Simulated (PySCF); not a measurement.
**Acetamide: calculation and literature**

Molfile (atoms numbered from 1):
```
C2H5NO
     RDKit          3D

  9  8  0  0  0  0  0  0  0  0999 V2000
   -1.0962   -0.0122    0.0826 C   0  0  0  0  0  0  0  0  0  0  0  0
    0.2761    0.4578   -0.3513 C   0  0  0  0  0  0  0  0  0  0  0  0
    1.2875   -0.3121    0.1216 N   0  0  0  0  0  0  0  0  0  0  0  0
    0.4750    1.4240   -1.0487 O   0  0  0  0  0  0  0  0  0  0  0  0
   -1.1874    0.0703    1.1636 H   0  0  0  0  0  0  0  0  0  0  0  0
   -1.2459   -1.0507   -0.2037 H   0  0  0  0  0  0  0  0  0  0  0  0
   -1.8545    0.6059   -0.3881 H   0  0  0  0  0  0  0  0  0  0  0  0
    2.2354   -0.0683   -0.1107 H   0  0  0  0  0  0  0  0  0  0  0  0
    1.1236   -1.1087    0.7096 H   0  0  0  0  0  0  0  0  0  0  0  0
  1  2  1  0
  2  3  1  0
  2  4  2  0
  1  5  1  0
  1  6  1  0
  1  7  1  0
  3  8  1  0
  3  9  1  0
M  END
```

[PySCF 2.14: GFN2-xTB geometry; GIAO PBE0/pcSseg-1 shieldings; non-relativistic Hamiltonian; single conformer; averaged over atoms made equivalent by symmetry, fast rotation or ring inversion; in vacuum]

Reference values: measured (solution, not stated per compound (mostly CDCl3 or CCl4); Pretsch, Buehlmann, Badertscher, Structure Determination of Organic Compounds, 4th ed. (2009)).
```tsv
atoms	quantity	reference	computed	computed, scaled
C1	δ 13C	22.3	23.1	20.4
H5/H6/H7	δ 1H	2.02	1.87	1.87
```

Computed shifts are σ(ref) − σ with the named reference compound (TMS for H and C) calculated as an isolated molecule at the same level. The measured values may be among those fitted. Expected solution values come from regression of measured δ (H and C: mostly CDCl3, vs TMS) on computed σ: 13C (scatter 2.1 ppm rms, 2.3 ppm with the 2 outliers that the fit left out); 1H (scatter 0.16 ppm rms, 0.17 ppm with the 2 outliers that the fit left out). A few per cent of atoms miss by over 2 rms, more outside the fitted compound classes. Hydrogens on heteroatoms aren't scaled, only referred to computed TMS.
